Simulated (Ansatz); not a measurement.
Process, species as SMILES: P (PH3) + H+ → [PH4+]
B3LYP-D3(BJ)/def2-TZVP geometries, fixed; electronic energies without zero-point terms; positive where energy is released.

Energies in hartree at wB97M-V with Ansatz (an electronic-structure program); the proton affinity is their sum with the coefficients shown, times 627.509 kcal/mol a hartree; the bare proton counts zero. All functions are spherical. The program fits the integrals of some runs and decomposes those of others, by size. The functional holds VV10 correlation; no added dispersion term, no relativity.

```
species  coefficient     part  cc-pV(D+d)Z  cc-pV(T+d)Z  cc-pV(Q+d)Z
-------  -----------  -------  -----------  -----------  -----------
P (PH3)           +1  wB97M-V   -343.10408   -343.12120   -343.12520
[PH4+]            -1  wB97M-V   -343.40397   -343.42267   -343.42701
```

Task: Predict the proton affinity in cc-pV(5+d)Z (X = 5): let each wB97M-V step shrink by the ratio of the last two. Compare with the run.

Result: 
- P (PH3): steps -0.01712 and -0.00400, ratio 0.234, so wB97M-V -343.12614 (run: -343.12663).
- [PH4+]: steps -0.01870 and -0.00434, ratio 0.232, so wB97M-V -343.42802 (run: -343.42851).
Predicted 189.43 kcal/mol; the run in cc-pV(5+d)Z gives 189.43, a miss of 0.00. Keeping the value in cc-pV(Q+d)Z, 189.39, would miss by -0.04. All sums are of the energies as printed.
